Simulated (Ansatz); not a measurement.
# Worked example: ideal-gas entropy of C3H3N (E-propargylimine)

A singlet with charge 0, relaxed at PBE/def2-SVP (Ansatz 0.2.0):

```xyz
7

H     0.8645   -2.0305    1.2192
N     0.0983   -1.5588    0.7065
C     0.4938   -0.3815    0.3637
C    -0.3465    0.5268   -0.3659
C    -1.0074    1.3508   -0.9867
H     1.5059    0.0301    0.5986
H    -1.6086    2.0632   -1.5354
```

Harmonic wavenumbers in cm⁻¹: 221, 301, 597, 654, 674, 799, 924, 1063, 1202, 1364, 1636, 2150, 2934, 3364, 3403.

Masses in u: H 1.008, N 14.007, C 12.011. Take T = 298.15 K, p = 1 bar, R = 8.3145 J/(mol K), kT/hc = 207.22 cm⁻¹, rigid rotor and harmonic oscillator.

Problem. Work out S° at 298 K.

Solution. 
1. Translation (Sackur–Tetrode): S = R[3/2 ln M + 5/2 ln T − 1.1517] with M = 53.064 gives 158.4 J/(mol K).
2. Rotation: principal moments 7.969, 108.382, 116.352 u Å² give A, B, C = 2.1153, 0.1555, 0.1449 cm⁻¹; the symmetry number is σ = 1; q = (√π/σ)√((kT/hc)³/ABC) = 24218; S = R(ln q + 3/2) = 96.4.
3. Vibration: with u = ν̃/207.22, each mode gives R[u/(eᵘ − 1) − ln(1 − e⁻ᵘ)]; the sum is 20.9, most from 221 cm⁻¹ (8.2), 301 cm⁻¹ (5.9), 597 cm⁻¹ (1.9).
4. Spin: R ln 1 = 0.0.
5. Sum: 158.4 + 96.4 + 20.9 + 0.0 = 275.7 J/(mol K).

No measured value is set beside it here. Where a soft mode is a torsion, a harmonic oscillator describes it poorly.
